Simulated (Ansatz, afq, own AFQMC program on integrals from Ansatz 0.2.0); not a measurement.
## Where AFQMC and coupled cluster stand for H₂O⁻, doublet

```yaml
atoms:
  - { symbol: O, position_ang: [0.0000, -0.0691, 0.0000] }
  - { symbol: H, position_ang: [0.0000, 0.5483, 0.7576] }
  - { symbol: H, position_ang: [0.0000, 0.5483, -0.7576] }
```

Basis aug-cc-pVDZ. Noble-gas cores (and the filled d shells of Ga–Kr and In–Xe) are frozen. AFQMC by an in-house program on the Cholesky factors that Ansatz 0.2.0 writes for its CCSD(T) run. The CISD trial takes its coefficients from CCSD amplitudes. Released means that phaseless walkers are propagated on without the constraint, phases kept. Free AFQMC starts from the CCSD state and is never constrained. Its projection time is finite, and what remains of the start isn't in its error. ± is one standard error of the sampling.

Determinant: UHF, the one that the program's search chose, which needn't be the lowest solution. The geometry is a PBE0/def2-TZVPD stationary point of this or a neighbouring charge and spin state.

No full CI on the walks' own integrals is used here; CCSDT(Q) serves as the reference and is uncertain by about the last step of the cluster series.

Cautions: at this level and basis the anion state lies above a neutral one.

The T1 diagnostic is 0.0189. The weight of the determinant in the CISD state is 0.927, the ⟨S²⟩ of the determinant is 0.750 and the size of the correlated space is 9 electrons in 40 orbitals.

| level | correlation energy (eV) |
| --- | --- |
| MP2 | -6.1982 |
| CCSD | -6.4111 |
| CCSD(T) | -6.5807 |

(1) Estimate where free-projection AFQMC lies against CCSD(T) on the same integrals.

(1) 0.46 ± 0.13 kcal/mol below CCSD(T).

Reference: CCSDT(Q), correlation energy -6.604 eV. The released energy is read at 2.40 1/Eh (meV from the phaseless value at times in 1/Eh: 5 ± 3 at 0.24, 7 ± 3 at 0.51, 7.9 ± 1.6 at 0.99, 3.9 ± 1.8 at 1.62, 6 ± 4 at 2.40).

```csv
level,E − E(reference) (kcal/mol),share of correlation (%)
CCSD(T),0.55,99.64
CCSDT,0.36,99.76
ph-AFQMC/HF,-0.73 ± 0.54,100.48
ph-AFQMC/CISD,-0.13 ± 0.11,100.09
released AFQMC,0.00 ± 0.08,100.00
free AFQMC,0.08 ± 0.13,99.95
```

Free projections are given only where their last times agree within the noise and don't stop above the reference; a slow remainder of the start can still hide under it. A walk keeps the symmetry of its determinant, which the program's search chose and which needn't be the lowest solution, so a lower state of the same spin and another symmetry isn't excluded. Released energies are given only where the last usable release times agree within the noise; a slower fall can still hide under it.
